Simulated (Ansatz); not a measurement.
The input, for Ansatz 0.2.0:

```yaml
crystal:
  periodic: [false, false, false]
  atoms:
    - {symbol: Al, position_ang: [0.000000, 0.000000, 0.000000]}
    - {symbol: Li, position_ang: [0.000000, 0.000000, 2.339000]}
basis:
  gaussian: {orbitals: aug-cc-pVTZ}
magnetization: {spin_polarized: true, initial_magnetization: 2}
hamiltonian: {xc: {name: B3LYP}}
```

```sh
$ ansatz run in.yaml --threads 1 --pin off --events-out ev --progress --plain --max-ram 2393MiB
```

Log:

```
509 factors; their error is unknown
mean field evaluation 1: about -6799.7155 eV, gradient 6.0e0 eV
mean field evaluation 2: about -6800.0169 eV, gradient 4.4e0 eV
mean field evaluation 4: about -6800.2186 eV, gradient 2.1e-1 eV
mean field evaluation 8: about -6800.2139 eV, gradient 8.2e-3 eV
mean field evaluation 16: about -6798.6958 eV, gradient 3.9e0 eV
mean field evaluation 32: about -6800.2139 eV, gradient 3.4e-5 eV
mean field -6800.21387080 eV, -249.9032504015 hartree, gradient 3.4e-5 eV, S^2 2.004271; 3 other end points of the search recorded, 0 dependent functions left out
reference -6800.21407381 eV, -249.9032578619 hartree; 9, 7 occupied and 87, 89 virtual orbitals, 509 factors
Total energy: -6800.21407381 eV, -249.9032578619 hartree
```

Ran on 1 thread of Arm Neoverse V2, shared host: 3.8 s wall, 0.15 GiB peak host memory.
